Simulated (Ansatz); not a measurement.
Reaction: C2H3N (acetonitrile, SMILES CC#N) → C2H3N (parent SMILES CC#N, triplet)
Each species at its own B3LYP-D3(BJ)/def2-TZVP minimum (Ansatz, an electronic-structure program).

Wanted: adiabatic triplet-singlet gap (electronic), in kcal/mol. Radicals and triplets start from unrestricted determinants; spin-orbit coupling is neglected. CBS(X,Y): correlation extrapolated as X^-3, Hartree-Fock from the larger set. A bracket is a step between two methods taken in the basis named. The functionals are non-relativistic, so their misses hold any scalar relativity. '+ core + X2C': CCSD(T) terms for core correlation (cc-pwCVTZ) and scalar relativity (cc-pVTZ-DK). The spin of C2H3N (parent SMILES CC#N, triplet) was assumed, and the state is the lowest solution found for it.

CCSD(T)/CBS(cc-pVTZ,cc-pVQZ) + [CCSDT(Q) - CCSD(T)]/cc-pVDZ + core + X2C (Ansatz) gives 109.7 kcal/mol.

### Question
What does PBE/def2-TZVPD (Ansatz) give here, and how do the other levels compare?

### Answer
PBE gives 104.2 kcal/mol, 5.5 kcal/mol below it. Differences of the others: r2SCAN/def2-TZVPD (Ansatz) -10.1; B3LYP/def2-TZVPD (Ansatz) -4.5; PBE0/def2-TZVPD (Ansatz) -6.6; wB97M-V/def2-TZVPD (Ansatz) 1.1; CCSD(T)/CBS(cc-pVTZ,cc-pVQZ) + core + X2C (Ansatz) 1.2 kcal/mol.
